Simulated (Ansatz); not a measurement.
# CH₂+ (doublet): wave-function methods side by side at distance C1–H2 = 2.008 Å, aug-cc-pVDZ

Aim: climb from Hartree-Fock through coupled cluster and multireference methods for CH₂+ (doublet) at one geometry and basis, and see what each rung misses.

Method: aug-cc-pVDZ, core rule «outside noble gas», up to 1 orbitals frozen; program: Ansatz 0.2.0, Gaussian basis.

Plan: UHF; CCSD(T) on ROHF; CCSD(T) on UHF; BCCD(T) on ROHF; CISD; CCSDT(Q) on ROHF; CCSDT(Q) on UHF; CASSCF and MRCISD+Q, 3 electrons in 3 orbitals; CASSCF and NEVPT2, 3 electrons in 3 orbitals; CASSCF and MRCISD+Q, 5 electrons in 6 orbitals; CASSCF and NEVPT2, 5 electrons in 6 orbitals; Full CI.

19 further runs of the same task are left out: 14 that didn't finish, 5 set aside as unsound or not needed.

**1. The system**

The geometry derives from a PBE0/def2-TZVP stationary point (not a proven minimum). One bond is set to the value named and the two fragments are kept rigid.

3 atoms, charge 1, spin multiplicity 2.

Atoms are counted from 1 here; the program's logs count them from 0.

Bond lengths: C1–H3 1.094 Å.

**2. UHF**

File in.yaml:

```yaml
crystal:
  periodic: [false, false, false]
  atoms:
    - {symbol: C, position_ang: [0.000000, 0.000000, 0.304821]}
    - {symbol: H, position_ang: [0.000000, 0.000000, -1.703179]}
    - {symbol: H, position_ang: [0.000000, 0.000000, 1.398358]}
basis:
  gaussian: {orbitals: aug-cc-pVDZ}
total_charge: 1
magnetization: {spin_polarized: true, initial_magnetization: 1}
hamiltonian: {xc: hf}
output: {orbitals: {seedname: orbitals}}
```

On the command line:

```
> ansatz run in.yaml --threads 1 --pin off --events-out ev --progress --plain --max-ram 2393MiB
```

Further steps of the session: CCSD(T) on ROHF; CCSD(T) on UHF; BCCD(T) on ROHF; CISD; CCSDT(Q) on ROHF; CCSDT(Q) on UHF; CASSCF and MRCISD+Q, 3 electrons in 3 orbitals; CASSCF and NEVPT2, 3 electrons in 3 orbitals; CASSCF and MRCISD+Q, 5 electrons in 6 orbitals; CASSCF and NEVPT2, 5 electrons in 6 orbitals; Full CI.

Q: Predict the results of all the runs planned. Wanted: FCI from the RHF energy; RMP2 from FCI; UMP2 from FCI; RCCSD from FCI; RCCSD(T) from FCI; UCCSD(T) from FCI; RCCSDT(Q) from FCI; UCCSDT(Q) from FCI; NEVPT2 pair from FCI.

**Answer**, as computed:

| quantity | value |
| --- | --- |
| FCI from the ROHF energy | -3.5409 eV |
| RMP2 from FCI | +22.00 kcal/mol |
| UMP2 from FCI | +26.01 kcal/mol |
| RCCSD from FCI | +2.77 kcal/mol |
| RCCSD(T) from FCI | +0.68 kcal/mol |
| UCCSD(T) from FCI | +0.89 kcal/mol |
| RCCSDT(Q) from FCI | +0.02 kcal/mol |
| UCCSDT(Q) from FCI | 0.00 kcal/mol |
| NEVPT2 pair from FCI | +13.83 kcal/mol |
| MRCISD+Q pair from FCI | +0.76 kcal/mol |
| NEVPT2 valence from FCI | +9.26 kcal/mol |
| levels within 1 kcal/mol (43 meV) | RCCSD(T), UCCSD(T), BCCD(T), RCCSDT, UCCSDT, RCCSDT(Q), UCCSDT(Q), MRCISD+Q pair |
| T1 diagnostic | 0.048 |
| effectively unpaired electrons | 1.16 |

**Reading.** RCCSD(T) lands +0.68 kcal/mol from the yardstick (0.8 % of the correlation energy). The occupations are near whole numbers, but T1 = 0.048 shows that the orbitals relax strongly. Of the multireference levels listed MRCISD+Q pair comes nearest in total energy (+0.76 kcal/mol), which doesn't show that its space is the better one. These misses are within one basis, not against nature; the frozen cores of restricted and unrestricted runs differ, which can shift their rows.

Levels on UHF freeze UHF's core orbitals, full CI those of ROHF, so the U rows can settle a little off it for that reason alone.

With open shells the CI space here admits some triples and quadruples, so it is larger than plain CISD.
